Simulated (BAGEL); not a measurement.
# Si2H5O (SMILES O[SiH2][SiH2]): UHF/STO-3G (density fitting with qzvpp-jkfit)

What is the energy change on altering one bond length of Si2H5O at UHF/STO-3G (density fitting with qzvpp-jkfit)? 

The calculation is run with BAGEL 1.2.2.

2 further runs of the same task are left out: 1 that didn't finish, 1 set aside as unsound or not needed.

## 1. The structure to begin with

The species is Si2H5O (8 atoms), meant as a doublet with charge 0. As SMILES, `O[SiH2][SiH2]`. Geometry: relaxed at PBE0-D4/def2-TZVP. This is one conformer, not always the lowest.

Bond lengths: O1–Si2 1.652 Å, Si2–Si3 2.337 Å, O1–H4 0.958 Å, Si2–H5 1.483 Å, Si2–H6 1.494 Å, Si3–H7 1.490 Å, Si3–H8 1.491 Å. Angles: O1–Si2–Si3 111.8°, O1–Si2–H5 106.1°, O1–Si2–H6 110.6°, Si3–Si2–H5 109.1°, Si3–Si2–H6 110.3°, Si2–O1–H4 117.8°, Si2–Si3–H7 114.2°, Si2–Si3–H8 114.7°, H5–Si2–H6 108.7°, H7–Si3–H8 109.3°.

## 2. The energy at UHF/STO-3G (density fitting with qzvpp-jkfit)

job.json reads:

```json
{ "bagel": [

{
  "title": "molecule",
  "basis": "sto-3g",
  "df_basis": "qzvpp-jkfit",
  "angstrom": "true",
  "geometry": [
    { "atom": "O", "xyz": [      -1.163500,      -0.090700,      -1.552200 ] },
    { "atom": "Si", "xyz": [       0.158800,       0.412900,      -0.700400 ] },
    { "atom": "Si", "xyz": [       0.537500,      -0.917400,       1.183100 ] },
    { "atom": "H", "xyz": [      -2.016900,      -0.043900,      -1.119900 ] },
    { "atom": "H", "xyz": [       1.313200,       0.288100,      -1.622700 ] },
    { "atom": "H", "xyz": [       0.014600,       1.845600,      -0.303300 ] },
    { "atom": "H", "xyz": [       1.822400,      -0.633100,       1.882000 ] },
    { "atom": "H", "xyz": [      -0.574000,      -0.918600,       2.177600 ] }
  ]
},

{
  "title": "uhf",
  "nopen": 1
},

{
  "title": "print",
  "file": "orbitals.molden",
  "orbitals": "true"
}

]}
```

The run is started by

```
BAGEL_NUM_THREADS=1 BAGEL job.json > job.out
```

Log:

```text
* using 1 threads per process

  ===============================================================
  ===============================================================

  *** Geometry ***

  { "atom" : "O", "xyz" : [     -2.198696,     -0.171398,     -2.933233 ] },
  { "atom" : "Si", "xyz" : [      0.300089,      0.780268,     -1.323564 ] },
  { "atom" : "Si", "xyz" : [      1.015728,     -1.733635,      2.235735 ] },
  { "atom" : "H", "xyz" : [     -3.811389,     -0.082959,     -2.116304 ] },
  { "atom" : "H", "xyz" : [      2.481588,      0.544430,     -3.066459 ] },
  { "atom" : "H", "xyz" : [      0.027590,      3.487679,     -0.573154 ] },
  { "atom" : "H", "xyz" : [      3.443837,     -1.196386,      3.556465 ] },
  { "atom" : "H", "xyz" : [     -1.084703,     -1.735902,      4.115068 ] },

  Number of auxiliary basis functions:      423

  Since a DF basis is specified, we compute 2- and 3-index integrals:
    o Being stored without compression. Storage requirement is 0.003 GB

  Number of basis functions:       28
  Number of electrons      :       41

    * METHOD: MOLECULE                             0.10

  *** Open-shell HF ***

  === Nuclear Repulsion ===
   143.9263347418

      * DIIS with orbital gradients will be used.

  === UHF iteration (sto-3g) ===
      0       -647.84354907          0.02850370           0.02
      1       -647.90449019          0.00718615           0.02
      2       -647.90961941          0.00216083           0.02
      3       -647.91028171          0.00075695           0.02
      4       -647.91055768          0.00017436           0.02
      5       -647.91062004          0.00003359           0.02
      6       -647.91062961          0.00001276           0.02
      7       -647.91063145          0.00000801           0.02
      8       -647.91063218          0.00000292           0.02
      9       -647.91063223          0.00000040           0.02
     10       -647.91063223          0.00000014           0.02
     11       -647.91063224          0.00000007           0.02
     12       -647.91063224          0.00000004           0.02
     13       -647.91063224          0.00000002           0.02
     14       -647.91063224          0.00000001           0.02
    * SCF iteration converged.

    * S^2 (UHF) is 0.7545

    * Permanent dipole moment:
           (    0.114354,     0.020386,    -0.370471) a.u.

    * METHOD: UHF                                  0.38

    * METHOD: PRINT                                0.00

  ===============================================================
```

It took 0.64 s on 1 thread of Arm Neoverse V2, shared host; peak memory 0.082 GiB.

## 3. The distorted shape

hf.json reads:

```json
{ "bagel" : [

{
  "title" : "molecule",
  "basis" : "sto-3g",
  "df_basis" : "qzvpp-jkfit",
  "angstrom" : true,
  "geometry" : [
    { "atom" : "O", "xyz" : [      -1.617943,       1.505669,      -3.812413 ] },
    { "atom" : "Si", "xyz" : [      -0.295643,       2.009269,      -2.960613 ] },
    { "atom" : "Si", "xyz" : [       0.537500,      -0.917400,       1.183100 ] },
    { "atom" : "H", "xyz" : [      -2.471343,       1.552469,      -3.380113 ] },
    { "atom" : "H", "xyz" : [       0.858757,       1.884469,      -3.882913 ] },
    { "atom" : "H", "xyz" : [      -0.439843,       3.441969,      -2.563513 ] },
    { "atom" : "H", "xyz" : [       1.822400,      -0.633100,       1.882000 ] },
    { "atom" : "H", "xyz" : [      -0.574000,      -0.918600,       2.177600 ] }
  ]
},

{ "title" : "uhf", "charge" : 0, "nopen" : 1 },

{ "title" : "print", "file" : "orbitals.molden", "orbitals" : true }

]}
```

The run is started by

```
BAGEL_NUM_THREADS=1 BAGEL hf.json > hf.out
```

Log:

```text
* using 1 threads per process

  ===============================================================
  ===============================================================

  *** Geometry ***

  { "atom" : "O", "xyz" : [     -3.057469,      2.845302,     -7.204416 ] },
  { "atom" : "Si", "xyz" : [     -0.558684,      3.796968,     -5.594748 ] },
  { "atom" : "Si", "xyz" : [      1.015728,     -1.733635,      2.235735 ] },
  { "atom" : "H", "xyz" : [     -4.670161,      2.933741,     -6.387488 ] },
  { "atom" : "H", "xyz" : [      1.622816,      3.561130,     -7.337642 ] },
  { "atom" : "H", "xyz" : [     -0.831183,      6.504379,     -4.844337 ] },
  { "atom" : "H", "xyz" : [      3.443837,     -1.196386,      3.556465 ] },
  { "atom" : "H", "xyz" : [     -1.084703,     -1.735902,      4.115068 ] },

  Number of auxiliary basis functions:      423

  Since a DF basis is specified, we compute 2- and 3-index integrals:
    o Being stored without compression. Storage requirement is 0.003 GB

  Number of basis functions:       28
  Number of electrons      :       41

    * METHOD: MOLECULE                             0.10

  *** Open-shell HF ***

  === Nuclear Repulsion ===
   105.7255787866

      * DIIS with orbital gradients will be used.

  === UHF iteration (sto-3g) ===
      0       -647.72573623          0.02601334           0.02
      1       -647.77634566          0.00717707           0.02
      2       -647.78123963          0.00236524           0.02
      3       -647.78183839          0.00077433           0.02
      4       -647.78206164          0.00018102           0.02
      5       -647.78209816          0.00003816           0.02
      6       -647.78210330          0.00001347           0.02
      7       -647.78210427          0.00000720           0.02
      8       -647.78210455          0.00000242           0.02
      9       -647.78210458          0.00000062           0.02
     10       -647.78210460          0.00000026           0.02
     11       -647.78210462          0.00000011           0.02
     12       -647.78210465          0.00000006           0.02
     13       -647.78210469          0.00000004           0.02
     14       -647.78210472          0.00000004           0.02
     15       -647.78210472          0.00000004           0.02
     16       -647.78210472          0.00000004           0.02
     17       -647.78210472          0.00000004           0.02
     18       -647.78210472          0.00000004           0.02
     19       -647.78210475          0.00000004           0.02
     20       -647.78210461          0.00000003           0.02
     21       -647.78210455          0.00000002           0.02
     22       -647.78210454          0.00000000           0.02
    * SCF iteration converged.

    * S^2 (UHF) is 0.7520

    * Permanent dipole moment:
           (    0.101964,     0.013154,    -0.883659) a.u.

    * METHOD: UHF                                  0.56

    * METHOD: PRINT                                0.00

  ===============================================================
```

Wall time 0.82 s (1 thread of Arm Neoverse V2, shared host); peak memory 0.082 GiB.

## 4. Outcome

At UHF/STO-3G (density fitting with qzvpp-jkfit):

| quantity | value |
| --- | --- |
| first shape: total energy | -647.91063 Eh |
| first shape: dipole moment | 0.99 D |
| first shape: ⟨S²⟩ | 0.754 |
| distorted shape: total energy | -647.78210 Eh |
| distorted shape: dipole moment | 2.26 D |
| distorted shape: ⟨S²⟩ | 0.752 |
| energy change with the Si2–Si3 bond stretched from 2.337 to 5.141 Å | 3.497 eV |

What this shows: With the Si2–Si3 bond stretched from 2.337 to 5.141 Å the energy rises by 3.50 eV (337 kJ/mol). The first shape isn't relaxed at this level, so the change isn't measured from a minimum. The minimal basis adds a large error of its own.
